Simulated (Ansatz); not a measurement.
# Basis-set limit of H$_{2}$Cl, doublet

```yaml
atoms:
  - { symbol: H, position_ang: [0.0000, 0.0000, -1.1967] }
  - { symbol: H, position_ang: [0.0000, 0.0000, -0.2847] }
  - { symbol: Cl, position_ang: [0.0000, 0.0000, 1.4813] }
```

Ansatz 0.2.0, UHF determinant, valence electrons correlated. Energies in eV.

```tsv
set	X	functions	Hartree–Fock	MP2 correlation	CCSD(T) correlation	time
def2-TZVPP	3	70	-12533.0152	-5.5040	-6.5618	3.5 s on 1 × NVIDIA H100 80GB HBM3 with 1 thread of AMD EPYC 7R13 Processor (Zen 3), with other jobs on the host
def2-QZVPP	4	130	-12533.3751	-6.0456	-7.1132	7 s on 1 × NVIDIA H100 80GB HBM3 with 1 thread of AMD EPYC 7R13 Processor (Zen 3), on a shared host
```

Hartree–Fock is taken to follow E(X) = E∞ + A·exp(−7.88·√X), correlation E(X) = E∞ + B·X^−2.97.

Question: Work out the CCSD(T) energy at the limit, and how far the shortcut misses it that extrapolates MP2 and adds CCSD(T) minus MP2 from the smaller set.

Answer: Hartree–Fock: E∞ = E4 + 0.1377·(E4 − E3) = -12533.4247. Correlation: E∞ = E4 + 0.7407·(E4 − E3) = -7.5217 for CCSD(T) and -6.4467 for MP2. The limit is -12540.9464 eV, 0.458 eV below def2-QZVPP. The shortcut gives a correlation energy of -6.4467 + (-1.0578) = -7.5045, 17 meV higher than the direct value.

Past Ne part of the Hartree–Fock step between the two sets comes from the cores, which don't follow the formula, so the 50 meV that it adds to the total can overshoot; that part largely cancels in differences.
